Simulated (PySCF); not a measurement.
Gas-phase reaction: SiH₃Cl + SiHCl₂ ⇌ 2 SiH₂Cl + Cl. Level: ωB97M-V/def2-TZVP†; standard pressure 1 bar.

Computed with PySCF and rigid-rotor harmonic-oscillator thermochemistry at 1 bar. † marks an energy on the PBE0/def2-TZVP geometry and frequencies. Open shells (unrestricted): SiHCl₂ (multiplicity 2), SiH₂Cl (multiplicity 2), Cl (multiplicity 2, electronic degeneracy 6); the rest are closed-shell singlets. Spin-orbit splitting is ignored; it lowers the true energy and changes the entropy of Cl. SiHCl₂, SiH₂Cl: computed as isolated molecules; such fragments, hydroxides, amides, oligomers or adducts are transient or little studied in the gas. The harmonic model lacks anharmonicity and excited electronic states, which grow with temperature; levels with a mode under 35 cm⁻¹ are left out.

```
T (K)  1000/T (1/K)  log10 K
-----  ------------  -------
500          2.0000   -41.76
600          1.6667   -33.52
800          1.2500   -23.21
1000         1.0000   -17.03
1200         0.8333        ?
1400         0.7143    -9.98
```

Problem. Fit log10 K = a + b·(1000/T) to the five rows, get the mean ΔH° and ΔS°, and predict log10 K at 1200 K.

Solution. Means: 1000/T = 1.3262, log10 K = -25.100. Sums of products about the means: Sxy = -26.12090, Sxx = 1.056581, so b = Sxy/Sxx = -24.72 and a = -25.100 − (-24.72)×1.3262 = 7.68.
ΔH° = −R ln 10 × 1000 K × b = −19.145 × (-24.72) = 473 kJ; ΔS° = R ln 10 × a = 147 J/K. The run's own values go from 473 kJ and 147 J/K at 500 K to 472 kJ and 146 J/K at 1400 K.
Prediction at 1200 K: 7.68 + (-24.72)×0.8333 = -12.92. The computed value is -12.92, 0.00 from the line.
For scale, ΔH°(298 K) is 473 kJ at this level, 467 kJ at ωB97X-V/def2-TZVP†, and runs from 331 to 517 kJ over the 20 levels computed.
